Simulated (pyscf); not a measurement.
Elementary routes open to H₂Al–Cl + ethylene (H₂C=CH₂) in the gas phase (singlet surface):
A. H₃C–CH₂–AlH–Cl (Al–H broken; Al–C, C–H formed)
B. H₂Al–CH₂–CH₂–Cl (Al–Cl broken; C–Cl, Al–C formed)

Single points on ωB97X-D3(BJ)/def2-SVP structures (PySCF, gas phase). Correlated levels are frozen-core, on RHF or UHF. ΔMP2 is the change of the MP2 total energy from the triple- to the quadruple-zeta basis.

Rank the routes by free-energy barrier at 600 K, lowest first, for CCSD(T)/def2-TZVPP + ΔMP2(QZVPP) energies (ideal gas, 1 atm, RRHO with modes under 100 cm⁻¹ raised to 100, one conformer, R ln 2 for chiral ones without a mode under 150 cm⁻¹).

A (113.6 kJ/mol), B (174.6 kJ/mol)

Route A is the fastest of these, ahead of the next by 61.1 kJ/mol. The most stable products are those of A (ΔG = -37.2 kJ/mol), so kinetics and thermodynamics agree. At 1200 K A is still the fastest. A: On the reactant side the descent ends in a bound adduct, 62.4 kJ/mol under the separated species and 60.3 kJ/mol under the saddle at ωB97X-D3(BJ)/def2-TZVP. B: On the reactant side the descent ends in a bound adduct (not fully relaxed), 61.7 kJ/mol under the separated species and 116.0 kJ/mol under the saddle at ωB97X-D3(BJ)/def2-TZVP. Only these routes are compared; each barrier is that of the saddle found, and lower ones may exist. The CCSD(T) − MP2 part came from Ansatz, without density fitting, on the same reference.
